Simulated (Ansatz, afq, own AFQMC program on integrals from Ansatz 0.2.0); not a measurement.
**SiGe4H10, singlet in def2-SVP, levels against AFQMC with the constraint released**

```xyz
15

Si   -1.6657   -0.9645    0.6064
Ge    0.5195   -1.9193    0.3985
Ge    1.7854   -0.3214   -0.9481
Ge    0.5701    1.7947   -0.7972
Ge   -1.2650    1.3895    0.7605
H    -2.4234   -1.5046    1.7779
H    -2.4429   -1.2447   -0.6428
H     0.4991   -3.3232   -0.2371
H     1.1667   -2.0285    1.7951
H     1.8531   -0.7926   -2.4148
H     3.2269   -0.1756   -0.4217
H     0.0069    2.1742   -2.1820
H     1.4819    2.9403   -0.3157
H    -0.8026    1.7399    2.1905
H    -2.5100    2.2356    0.4305
```

Basis def2-SVP. Noble-gas cores (and the filled d shells of Ga–Kr and In–Xe) are frozen. Ansatz 0.2.0 and our own AFQMC program on the same integrals; the CISD trial comes from CCSD amplitudes, and released means the phaseless constraint is let go. Error bars are statistical, one sigma. No spin–orbit coupling.

Determinant: RHF, the one that the program's search chose, which needn't be the lowest solution. The geometry is a PBE0/def2-SVP stationary point of this or a neighbouring charge and spin state.

No full CI on the walks' own integrals is used here. The released AFQMC energy serves as the reference, which it does only where one determinant dominates, the energy is flat over the last release times and near the phaseless one (40 meV or 2 meV an electron, half that with transition metals). On small molecules, where full CI could be run and the noise was under 10 meV, such values lay within 10 meV of it in 19 cases of 20, a flattering rate, since the rule was set on those same cases; what remains of the bias isn't in the error bar.

Cautions: no relativity below Rb; no spin-orbit coupling; inner d shell frozen; the released value is read at 0.90 1/Eh with a noise of 12 meV, more than in the cases checked (meV from the phaseless value at times in 1/Eh: -12 ± 10 at 0.21, -31 ± 10 at 0.42, -18 ± 13 at 0.63, -11 ± 12 at 0.90).

- T1 diagnostic: 0.0130
- weight of the determinant in the CISD state: 0.732
- size of the correlated space: 30 electrons in 135 orbitals

Reference: AFQMC with the constraint released, correlation energy -16.237 ± 0.012 eV.

| level | E − E(reference) (meV) | share of correlation (%) |
| --- | --- | --- |
| HF | 16236.6 ± 12.3 | 0.00 |
| MP2 | 3113.4 ± 12.3 | 80.82 |
| CCSD | 619.3 ± 12.3 | 96.19 |
| CCSD(T) | 105.6 ± 12.3 | 99.35 |
| ph-AFQMC/CISD | 11.5 ± 15.7 | 99.93 |

Released energies are given only where the last usable release times agree within the noise; a slower fall can still hide under it.
